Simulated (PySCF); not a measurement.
# Cost against result

Saddle point of SiH4S2, singlet (SiH₄S₂ ([SH][SiH2][SH]) → SiH₂S ([SiH2][S]) + H₂S (still joined by a long Si–S bond); bonds formed: S2–H4; bonds broken: S3–H4; bonds weakened to dative contacts: Si1–S2), PBE0-D4/def2-TZVP structure:

```json
{"atom": "Si1", "x (Å)": "-0.5167", "y (Å)": "-0.2285", "z (Å)": "0.6850"}
{"atom": "S2", "x (Å)": "1.0595", "y (Å)": "-0.4230", "z (Å)": "-1.0641"}
{"atom": "S3", "x (Å)": "-1.6404", "y (Å)": "1.1493", "z (Å)": "-0.2538"}
{"atom": "H4", "x (Å)": "-0.0926", "y (Å)": "0.4283", "z (Å)": "-1.3592"}
{"atom": "H5", "x (Å)": "-0.9243", "y (Å)": "-1.6546", "z (Å)": "0.7829"}
{"atom": "H6", "x (Å)": "0.3540", "y (Å)": "0.0856", "z (Å)": "1.8496"}
{"atom": "H7", "x (Å)": "1.7605", "y (Å)": "0.6430", "z (Å)": "-0.6405"}
```

Barriers are electronic and count from the start structure reached by relaxing down the imaginary mode.

PySCF 2.14 with density fitting (its default auxiliary sets; JK sets also for MP2 and CCSD(T)); basis: as named in each row; cores frozen in the correlated methods. B3LYP uses VWN-RPA correlation. Extrapolation: Hartree–Fock as exp(−7.88 √X), correlation as X^−2.97.

Times are rough, for one single point on 4 threads of a shared host (Arm Neoverse V1).

The estimate by CCSD(T) at an estimated basis limit (MP2 extrapolated from triple and quadruple zeta, plus CCSD(T) − MP2 in triple zeta) is 1.654 eV.

```
   method       basis  time (s)  barrier (eV)  method less estimate
       HF      STO-3G   under 1         4.007                 2.353
 B3LYP-D4       6-31G         2         1.785                 0.131
  PBE0-D4    def2-SVP         3         1.577                -0.077
   PBE-D4    def2-SVP         3         1.402                -0.252
      MP2  def2-QZVPP         4         1.600                -0.054
    SPW92  def2-TZVPP         6         1.285                -0.369
  CCSD(T)    def2-SVP         7         1.794                 0.139
  PBE0-D4  def2-TZVPP         8         1.564                -0.090
 BHLYP-D4  def2-TZVPP         8         1.810                 0.156
 B3LYP-D4  def2-TZVPP         8         1.617                -0.037
   PBE-D4  def2-TZVPP         9         1.396                -0.258
r2SCAN-D4  def2-TZVPP        20         1.522                -0.132
  wB97M-V  def2-TZVPP       130         1.685                 0.031
  CCSD(T)  def2-TZVPP       200         1.706                 0.051
```

All methods are single points on the PBE0-D4 structures.

No T1 diagnostic of these runs exceeds 0.015.

Labels in which every atom is bracketed show which atoms are joined, not bond orders.
